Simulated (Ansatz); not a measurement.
# CHOSi (doublet): the correlation ladder, def2-QZVPP

An exercise on one series of results from a longer session: the logs are not shown, and one member is left open.

Program: Ansatz 0.2.0, Gaussian basis. Level of theory: def2-QZVPP, core rule «outside noble gas», up to 7 orbitals frozen. These are calculated values, not measurements.

The runs, in order: UHF; ROHF; CCSD(T) on UHF.

2 further runs of the same task are left out: 2 set aside as unsound or not needed.

### The system

The geometry is a PBE0/def2-TZVP stationary point (not a proven minimum).

4 atoms, charge 0, spin multiplicity 2.

Atoms are counted from 1 here; the program's logs count them from 0.

Bond lengths: O1–C2 1.143 Å, C2–Si3 1.838 Å, Si3–H4 1.523 Å. Angles: O1–C2–Si3 173.7°, C2–Si3–H4 83.4°.

As a file:

```xyz
4
CHOSi
O     0.00000    0.00810    1.75532
C     0.00000    0.05209    0.61279
Si    0.00000   -0.07866   -1.22064
H     0.00000    1.44246   -1.15251
```

The first run:

in.yaml

```yaml
crystal:
  periodic: [false, false, false]
  atoms:
    - {symbol: O, position_ang: [0.000000, 0.008101, 1.755319]}
    - {symbol: C, position_ang: [0.000000, 0.052092, 0.612788]}
    - {symbol: Si, position_ang: [0.000000, -0.078659, -1.220644]}
    - {symbol: H, position_ang: [0.000000, 1.442456, -1.152508]}
basis:
  gaussian: {orbitals: "def2-QZVPP.json"}
magnetization: {spin_polarized: true, initial_magnetization: 1}
hamiltonian: {xc: hf}
output: {orbitals: {seedname: orbitals}}
```

Command:

```console
$ ansatz run in.yaml --threads 1 --pin off --events-out ev --progress --plain --max-ram 2393MiB
```

Among the steps run: UHF; ROHF; CCSD(T) on UHF.

One table of the session follows, with a row left open; its other results are not shown here.

```
  method  from UCCSD(T) (kcal/mol)
    ROHF                   +340.54
     UHF                         ?
    UMP2                    +24.57
   UCCSD                    +17.23
UCCSD(T)                         0
```

Q: Estimate the row for UHF from the others.

As computed: from UCCSD(T) (kcal/mol): +337.79. In the column «from UCCSD(T) (kcal/mol)» it lies between UMP2 (+24.57) and ROHF (+340.54).
